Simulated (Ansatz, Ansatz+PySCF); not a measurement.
```yaml
atoms:
  - { symbol: C, position_ang: [0.0000, -0.0320, -0.7008] }
  - { symbol: O, position_ang: [0.0000, -0.0709, 0.8078] }
  - { symbol: H, position_ang: [0.0000, -1.1542, -1.0918] }
  - { symbol: H, position_ang: [-0.9665, 0.5030, -1.1611] }
  - { symbol: H, position_ang: [0.9665, 0.5030, -1.1611] }
  - { symbol: H, position_ang: [0.0000, 0.9072, 1.1569] }
```

RHF-MP2 on singlet CH4O was run in several spherical basis sets with Ansatz (development build ahead of 0.2.0). Frozen core: 2 orbitals. Caution for RHF-MP2: no unrestricted run beside it, a lower state can exist.

Problem. Rank the basis sets by the total energy that they give, lowest first, with the distance from the lowest.
A. cc-pVDZ
B. cc-pVTZ
C. def2-TZVP
D. 6-31G(d)
E. def2-SVP

Solution. B (0.00 eV), C (0.23 eV), A (3.39 eV), D (4.69 eV), E (6.08 eV).

Totals follow the description of the cores as much as that of the bonds, so this order isn't one of quality for chemistry.
